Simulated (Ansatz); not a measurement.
**Cl–BH–Cl, singlet: the ladder up to RCCSDT(Q)**

Geometry: that of the Cl–BH–Cl, triplet, kept fixed.

| atom | x (Å) | y (Å) | z (Å) |
| --- | --- | --- | --- |
| Cl | 0.0000 | -0.0888 | 1.6590 |
| B | 0.0000 | 0.4243 | 0.0000 |
| Cl | 0.0000 | -0.0888 | -1.6590 |
| H | 0.0000 | 1.6986 | 0.0000 |

Basis cc-pVDZ; Ansatz 0.2.0. Correlated methods freeze the noble-gas cores, which leaves 18 electrons in 44 orbitals. R marks a restricted (for open shells ROHF) determinant. Active spaces: valence = (14e, 11o, short of the full valence) chosen from the atoms' valence shells.

Full CI isn't at hand for all of this; RCCSDT(Q) serves as the reference, and is uncertain by about the last step of the cluster series.

```
UHF ⟨S²⟩                          : 0.000
T1 diagnostic (RCCSD)             : 0.0129
largest doubles amplitude (RCCSD) : 0.035
```

**Question.** From what is known of these methods and the diagnostics, rank them by the size of their error in total energy against RCCSDT(Q) in cc-pVDZ, smallest first (an estimate: the text doesn't fix the numbers).
A. CISD
B. RCCSDT
C. RCCSD(T)
D. MRCISD (valence space)
E. RHF

**Answer.** B (0.47 kcal/mol), C (0.95 kcal/mol), D (22.09 kcal/mol), A (33.58 kcal/mol), E (250.18 kcal/mol).

All errors are against RCCSDT(Q) in cc-pVDZ. Within each family the higher level lies nearer, as is usual though not guaranteed.

Natural occupations of CASSCF (valence space) about the gap: 1.991 1.987 1.979 1.978 1.974 0.029 0.024 0.023 0.020; effectively unpaired electrons, Σ n²(2−n)², 0.02.
